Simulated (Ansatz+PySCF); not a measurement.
doublet C2H3: levels of theory in one basis

```xyz
5

C     0.0000   -0.0520   -0.5881
C     0.0000   -0.0453    0.7229
H     0.0000    0.6873    1.5306
H     0.0000   -0.9850   -1.1659
H     0.0000    0.8815   -1.1737
```

Basis set: def2-SVP (spherical functions). Correlated methods keep 2 orbitals frozen. Correlation on ROHF uses semicanonical orbitals with singles. Charge 0, multiplicity 2.

Computed with Ansatz (development build ahead of 0.2.0); each method stands on the lowest determinant of its kind that the runs found. NEVPT2 correlates all electrons. Active spaces start from the frontier orbitals, and the lowest solution found is given.

```json
{"method": "ROHF", "E − E(ROHF) (eV)": "0.00", "<S²> of the determinant": "0.75"}
{"method": "UHF", "E − E(ROHF) (eV)": "-0.23", "<S²> of the determinant": "0.97"}
{"method": "ROHF-MP2", "E − E(ROHF) (eV)": "-6.68", "<S²> of the determinant": "–"}
{"method": "UHF-MP2", "E − E(ROHF) (eV)": "-6.46", "<S²> of the determinant": "0.97"}
{"method": "ROHF-CCSD", "E − E(ROHF) (eV)": "-7.50", "<S²> of the determinant": "–"}
{"method": "UHF-CCSD", "E − E(ROHF) (eV)": "-7.50", "<S²> of the determinant": "0.97"}
{"method": "ROHF-CCSD(T)", "E − E(ROHF) (eV)": "-7.75", "<S²> of the determinant": "–"}
{"method": "UHF-CCSD(T)", "E − E(ROHF) (eV)": "-7.74", "<S²> of the determinant": "0.97"}
{"method": "CASSCF(3,3)", "E − E(ROHF) (eV)": "-0.82", "<S²> of the determinant": "–"}
```

Q: What does SC-NEVPT2(3,3) give on the same scale?

A: -6.99 eV. NEVPT2 here correlates all electrons, so it doesn't share the others' frozen core.

Q: Is a single determinant a sound starting point here?

A: Only with care. Unrestricted orbitals gain 0.23 eV and <S²> is 0.97 against 0.75 for a pure state, a contamination that matters most for the unrestricted series. The CASSCF(3,3) natural occupations are 1.90, 1.00, 0.10.

Caution for UHF, UHF-MP2, UHF-CCSD, UHF-CCSD(T): the unrestricted determinant is spin contaminated.
